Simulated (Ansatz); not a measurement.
# Methanol (CH4O): ionisation energy by level of theory

An exercise on one series of results from a longer session: the logs are not shown, and one member is left open.

Method: unrestricted cation, the program's frozen cores in correlated methods; program: Ansatz 0.2.0, Gaussian basis.

Levels to be run: UKS PBE-D4/def2-TZVPP; UKS r2SCAN-D4/def2-TZVPP; UKS PBE0-D4/def2-TZVPP; UKS B3LYP-D4/def2-TZVPP; UKS wB97X-V/def2-TZVPP; UKS wB97M-V/def2-TZVPP; UKS B2PLYP/def2-TZVPP; UHF-CCSD(T)/def2-TZVPP; UHF-CCSD(T)/def2-QZVPP; extrapolation to the limit; then −ε(HOMO) from the neutral's earlier runs with LDA (SPW92), PBE-D4, revPBE-D4, BLYP-D4, r2SCAN-D4, B97M-V, PBE0-D4, B3LYP-D4, r2SCANh-D4, r2SCAN0-D4, HSE06-D4, BHLYP-D4, CAM-B3LYP-D4, LC-ωPBE, ωB97X-V, ωB97M-V.

## The geometry

An earlier PBE0-D4 in a triple-zeta def2 set relaxation fixed the geometry.

6 atoms, charge 0, spin multiplicity 1.

Atoms are counted from 1 here; the program's logs count them from 0.

Bond lengths: C1–O2 1.409 Å, C1–H3 1.090 Å, C1–H4 1.097 Å, C1–H5 1.097 Å, O2–H6 0.959 Å. Angles: O2–C1–H3 107.0°, O2–C1–H4 112.4°, O2–C1–H5 112.4°, H3–C1–H4 108.1°, H3–C1–H5 108.1°, H4–C1–H5 108.6°, C1–O2–H6 108.5°.

The first run:

Input file in.yaml:

```yaml
crystal:
  periodic: [false, false, false]
  atoms:
    - {symbol: C, position_ang: [-0.088405, -0.207385, -0.275657]}
    - {symbol: O, position_ang: [-0.165048, 0.316454, 1.030096]}
    - {symbol: H, position_ang: [-0.864738, -0.968374, -0.360857]}
    - {symbol: H, position_ang: [0.878822, -0.683610, -0.479210]}
    - {symbol: H, position_ang: [-0.272722, 0.554405, -1.043432]}
    - {symbol: H, position_ang: [0.512080, 0.988520, 1.129060]}
basis:
  gaussian: {orbitals: def2-TZVPP}
total_charge: 1
magnetization: {spin_polarized: true, initial_magnetization: 1}
hamiltonian: {xc: pbe, dispersion: d4}
```

The run is started by

```bash
$ ansatz run in.yaml --threads 2 --pin off --events-out ev --progress --plain --max-ram 32768MiB --backend cpu
```

Steps of the session up to this table: Cation, UKS PBE-D4/def2-TZVPP; Cation, UKS r2SCAN-D4/def2-TZVPP; Cation, UKS PBE0-D4/def2-TZVPP; Cation, UKS B3LYP-D4/def2-TZVPP; Cation, UKS wB97X-V/def2-TZVPP; Cation, UKS wB97M-V/def2-TZVPP; Cation, UKS B2PLYP (frozen core)/def2-TZVPP; Cation, UHF-CCSD(T)/def2-TZVPP; Cation, UHF-CCSD(T)/def2-QZVPP.

One table of the session follows, with a row left open; its other results are not shown here.

For comparison, −ε(HOMO) of the neutral from earlier runs:

| functional | −ε(HOMO) (eV) |
| --- | --- |
| LDA (SPW92) | 6.28 |
| PBE-D4 | 6.17 |
| revPBE-D4 | 6.12 |
| BLYP-D4 | 6.11 |
| r2SCAN-D4 | 6.53 |
| B97M-V | 6.68 |
| PBE0-D4 | 7.89 |
| B3LYP-D4 | 7.65 |
| r2SCANh-D4 | ? |
| r2SCAN0-D4 | 8.15 |
| HSE06-D4 | 7.48 |
| BHLYP-D4 | 9.58 |
| CAM-B3LYP-D4 | 9.41 |
| LC-ωPBE | 10.76 |
| ωB97X-V | 10.43 |
| ωB97M-V | 10.36 |

**Question.** Estimate the row for r2SCANh-D4.

Worked estimate for «−ε(HOMO) (eV)». Against the share of exact exchange, r2SCAN-D4 (0, 6.53), r2SCAN0-D4 (0.25, 8.15) give a slope of 6.48 per unit share; at 0.1 the line stands at 7.18.

The run gave: −ε(HOMO) (eV): 7.18. In «−ε(HOMO) (eV)» the line misses by 0.00.
